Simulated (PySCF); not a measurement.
## B2 from Hartree–Fock to correlated methods

State: ³Σg⁻ (triplet), unpaired electrons π ↑↑. Set-up: PySCF, spin-free X2C with a Gaussian nucleus, basis sets B jorge-DZP-DKH. De refers to B + B in their high-spin ground configurations, without counterpoise correction. The functionals are run spin-unrestricted. Levels whose curve was spin-contaminated or gave no clean fit are not listed.

```
       Level  Re (Å)  ωe (cm⁻¹)  De (eV)
        ROHF   1.447       1560    -4.38
    ROHF-MP2   1.671        734    0.022
ROHF-SCS-MP2   1.691        664   -0.017
   ROHF-CCSD   1.611       1057     1.65
```

**Question.** What does second-order correlation do here, going from ROHF to ROHF-MP2?

**Answer.** ROHF-MP2 less ROHF: +22.4 pm in Re, -52.9 % in ωe, +4.40 eV in De. Correlation nearly always deepens the well. The bond lengthens, as in strong covalent bonds, where excitations into antibonding orbitals dominate.

Correlated steps freeze 2 core orbitals. The bond is weak. Basis-set superposition, not corrected here, can be much of De in a small basis, most of all at correlated wavefunction levels. The CCSD T1 diagnostic is raised, a sign that a single reference may not be enough here. UHF is strongly spin-contaminated for B2, so the ROHF reference used there is far from stable. A negative De means that the minimum lies above the separated atoms at that level. The state was picked by a PBE0 search and need not be the measured ground state.

The whole job (state search and all levels along the bond) took about 0.86 min on 1 thread of Arm Neoverse V1 (shared host), peak memory 0.38 GiB.
